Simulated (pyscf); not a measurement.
Structures and frequencies: ωB97X-D3(BJ)/def2-SVP in PySCF. Correlated levels are frozen-core, on RHF or UHF. ΔMP2 is the change of the MP2 total energy from the triple- to the quadruple-zeta basis.

**Question.** Estimate by transition-state theory (the high-pressure limit) the rate constant of H₂C=NH + CH₃• -> H₃C–CH₂–NH• (doublet surface; none broken, C–C formed) at 1200 K, with CCSD(T)/def2-TZVPP + ΔMP2(QZVPP) energies (ideal gas, 1 atm, RRHO with modes under 100 cm⁻¹ raised to 100, one conformer, R ln 2 for rigid chiral ones; no tunnelling).

**Answer.** The electronic barrier is 6.1 kcal/mol and the thermal terms add +39.3, so ΔG‡ = 45.4 kcal/mol. With k_BT/h = 2.50e+13 s⁻¹ and RT = 2.385 kcal/mol, and a volume of 1.64e-19 cm³ per molecule at 1 atm, k = 2.2e-14 cm³ molecule⁻¹ s⁻¹. The product is born with the 29 kcal/mol of the reverse barrier and needs collisions to keep. Wigner's tunnelling factor for 440i cm⁻¹ would be 1.01. A shift of 1 kcal/mol in the barrier changes k by a factor 1.5. H₃C–CH₂–NH• lies 8.9 kcal/mol over its isomer H₃C–CH•–NH₂, and others may lie lower still (electronic energy, ωB97M-D3(BJ)). One saddle was located; it need not be the lowest between these sides. The CCSD(T) − MP2 part came from Ansatz, without density fitting, on the same reference. A UHF reference is spin-contaminated (<S²> up to 0.97), which harms MP2 most.
